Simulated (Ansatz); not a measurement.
Basis-set extrapolation for `N[SiH2]S` (PBE0-D4/def2-TZVP geometry, frozen core, the Gaussian-basis code of Ansatz). Multiplicity 1, RHF reference.

```json
{"": "HF", "def2-TZVPP": "-743.934534", "def2-QZVPP": "-743.958190"}
{"": "MP2 correlation", "def2-TZVPP": "-0.521540", "def2-QZVPP": "-0.563112"}
{"": "CCSD(T) correlation", "def2-TZVPP": "-0.585887", "def2-QZVPP": "not run"}
```

Energies in hartree. Use E(X) = E(∞) + A·exp(−7.88·√X) for Hartree–Fock and E(X) = E(∞) + B·X^(−2.97) for correlation, with X = 3 and 4, and add CCSD(T) minus MP2 of the smaller set to the MP2 limit.

Task: What is the CCSD(T) energy at the basis-set limit?

Result: HF limit: -743.958190 + (-0.023656) × 0.13774 = -743.96145. MP2 limit: -0.563112 + (-0.041572) × 0.74074 = -0.59391. Higher-order term: -0.585887 − (-0.521540) = -0.06435. Total: -744.61971 hartree, 260.7 kJ/mol below CCSD(T)/def2-TZVPP.
